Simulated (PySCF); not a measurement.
First SCF of a structure search on quartet NaO₂, at a hand-made bent geometry. PySCF input:

```python
from pyscf import gto, scf, dft
mol = gto.M(atom='''
Na     0.000000     0.000000     0.000000
O      1.777600     0.000000     1.244700
O     -1.777600     0.000000     1.244700''',
    basis={'Na': 'def2-TZVP', 'O': 'def2-TZVP'},
    charge=0, spin=3)
mf = dft.UKS(mol, xc='PBE0')
mf.grids.atom_grid = (50, 194)
aux = {'Na': 'def2-universal-JKFIT', 'O': 'def2-universal-JKFIT'}
mf = mf.density_fit(auxbasis=aux)
mf.conv_tol = 1e-08
mf.diis_space = 10
mf.max_cycle = 60
mf.init_guess = 'minao'
mf.verbose = 4
mf.kernel()
```

Excerpt of the output (cycles alone):

```
init E= -311.960057911987
cycle= 1 E= -312.303193459202  delta_E= -0.343  |g|= 0.262  |ddm|= 0.96
cycle= 2 E= -312.306687679791  delta_E= -0.00349  |g|= 0.279  |ddm|= 0.343
cycle= 3 E= -312.335659291904  delta_E= -0.029  |g|= 0.0254  |ddm|= 0.17
cycle= 4 E= -312.336122380192  delta_E= -0.000463  |g|= 0.00672  |ddm|= 0.0256
cycle= 5 E= -312.336185986637  delta_E= -6.36e-05  |g|= 0.0035  |ddm|= 0.011
cycle= 6 E= -312.336223008281  delta_E= -3.7e-05  |g|= 0.00231  |ddm|= 0.0089
cycle= 7 E= -312.336257464665  delta_E= -3.45e-05  |g|= 0.00199  |ddm|= 0.00955
cycle= 8 E= -312.336327807542  delta_E= -7.03e-05  |g|= 0.00142  |ddm|= 0.0242
cycle= 9 E= -312.336393718944  delta_E= -6.59e-05  |g|= 0.000852  |ddm|= 0.0464
cycle= 10 E= -312.336393850177  delta_E= -1.31e-07  |g|= 0.000621  |ddm|= 0.00029
cycle= 11 E= -312.336396323913  delta_E= -2.47e-06  |g|= 0.000212  |ddm|= 0.00997
cycle= 12 E= -312.336396346652  delta_E= -2.27e-08  |g|= 0.000121  |ddm|= 0.000368
cycle= 13 E= -312.336396353352  delta_E= -6.7e-09  |g|= 6.91e-05  |ddm|= 0.00016
Extra cycle  E= -312.336396286508  delta_E= 6.68e-08  |g|= 0.00036  |ddm|= 0.000306
converged SCF energy = -312.336396286508  <S^2> = 3.773923  2S+1 = 4.0119437
```

No lower solution of this spin was found from smeared starts or by a stability analysis within the unrestricted form.

The search for the lowest solution, 3 starts and the stability check together, took 7.1 s on 4 threads of a shared Arm Neoverse V2 host, with 94 basis functions; the process peaked at 0.31 GiB.
